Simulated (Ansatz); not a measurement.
doublet AlS: levels of theory in one basis

```tsv
atom	x (Å)	y (Å)	z (Å)
Al	0.0000	0.0000	0.0000
S	0.0000	0.0000	2.1305
```

Basis set: def2-SVP (spherical functions). Frozen core: 10 orbitals. Correlation on ROHF uses semicanonical orbitals with singles. Charge 0, multiplicity 2.

Computed with Ansatz (development build ahead of 0.2.0); each method stands on the lowest determinant of its kind that the runs found.

```json
{"method": "ROHF", "E − E(ROHF) (eV)": "0.00", "<S²> of the determinant": "0.75"}
{"method": "UHF", "E − E(ROHF) (eV)": "-0.14", "<S²> of the determinant": "0.95"}
{"method": "ROHF-MP2", "E − E(ROHF) (eV)": "-3.99", "<S²> of the determinant": "–"}
{"method": "UHF-MP2", "E − E(ROHF) (eV)": "-3.95", "<S²> of the determinant": "0.95"}
```

Is a single determinant a sound starting point here?

Only with care. Unrestricted orbitals gain 0.14 eV and <S²> is 0.95 against 0.75 for a pure state, a contamination that matters most for the unrestricted series.

Caution for UHF, UHF-MP2: the unrestricted determinant is spin contaminated. Caution for ROHF-MP2, UHF-MP2: another reference gives a lower total.
